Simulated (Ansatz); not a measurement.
Reaction: H4BPO (SMILES OBP) → H2BO (SMILES [BH]O, doublet) + PH2 (SMILES [PH2], doublet) (the B-P bond breaks)
Each species at its own B3LYP-D3(BJ)/def2-TZVP minimum (Ansatz, an electronic-structure program), one conformer.

Quantity: bond dissociation energy (electronic), in kcal/mol. Open shells are spin-unrestricted; no spin-orbit coupling. CBS(X,Y): correlation extrapolated as X^-3, Hartree-Fock from the larger set. A bracket is a step between two methods taken in the basis named. The functionals are non-relativistic, so their misses hold any scalar relativity. Double hybrids freeze cores in their MP2 part. '+ core + X2C': CCSD(T) terms for core correlation (cc-pwCVTZ, 1s frozen past Ne) and scalar relativity (cc-pVTZ-DK).

CCSD(T)/CBS(cc-pV(T+d)Z,cc-pV(Q+d)Z) + [CCSDT(Q) - CCSD(T)]/cc-pV(D+d)Z + core + X2C (Ansatz) gives 88.7 kcal/mol.

Task: How far off this value is PBE/def2-TZVPD (Ansatz), in which direction, and which of these levels come nearer: r2SCAN/def2-TZVPD, B3LYP/def2-TZVPD, PBE0/def2-TZVPD, wB97M-V/def2-TZVPD, B2PLYP/def2-TZVPD, CCSD(T)/CBS(cc-pV(T+d)Z,cc-pV(Q+d)Z) + core + X2C?

Result: PBE gives 86.0 kcal/mol, 2.7 kcal/mol below it. Differences of the others: r2SCAN/def2-TZVPD (Ansatz) -5.8; B3LYP/def2-TZVPD (Ansatz) -6.5; PBE0/def2-TZVPD (Ansatz) -3.4; wB97M-V/def2-TZVPD (Ansatz) 0.8; B2PLYP/def2-TZVPD (Ansatz) -4.3; CCSD(T)/CBS(cc-pV(T+d)Z,cc-pV(Q+d)Z) + core + X2C (Ansatz) -0.1 kcal/mol. Nearer than PBE: wB97M-V/def2-TZVPD, CCSD(T)/CBS(cc-pV(T+d)Z,cc-pV(Q+d)Z) + core + X2C.
